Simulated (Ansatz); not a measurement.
# Setting up SiHCl (SMILES [SiH]Cl) in Ansatz

The species is SiHCl (3 atoms), meant as a singlet with charge 0. As SMILES, `[SiH]Cl`. The shape is that of a PBE0-D4/def2-TZVP optimisation. The run starts from this shape.

```xyz
3

Si   -0.5483    0.5710   -0.2339
Cl    1.2754    0.3528    0.7362
H    -0.7271   -0.9238   -0.5023
```

Settings wanted:

```json
{
  "basis set": "3-21G",
  "core potential": "none",
  "integral approximation": "automatic",
  "walk f tol": "0.002 eV/angstrom",
  "task": "optimise",
  "method": "HF",
  "dispersion": "none",
  "reference": "RHF",
  "accuracy": "medium",
  "d and f functions": "spherical"
}
```

Write the Ansatz 0.2.0 input and the command.

This one ran through:

job.yaml:
```yaml
crystal:
  periodic: [false, false, false]
  atoms:
    - {symbol: Si, position_ang: [-0.548300, 0.570970, -0.233910]}
    - {symbol: Cl, position_ang: [1.275420, 0.352820, 0.736230]}
    - {symbol: H, position_ang: [-0.727130, -0.923790, -0.502320]}
basis:
  gaussian: {orbitals: 3-21G.json}
hamiltonian: {xc: hf}
relax: {f_tol: 0.002}
output: {orbitals: {seedname: orbitals}}
```

```bash
$ ansatz run job.yaml --threads 1 --pin off --max-ram 3480MiB --events-out events.jsonl --progress --plain --runs-dir runs
```

(Basis files named in the input come from the Basis Set Exchange and aren't shown.)

Calculated total energy at the end of the run: -745.27206 Eh.
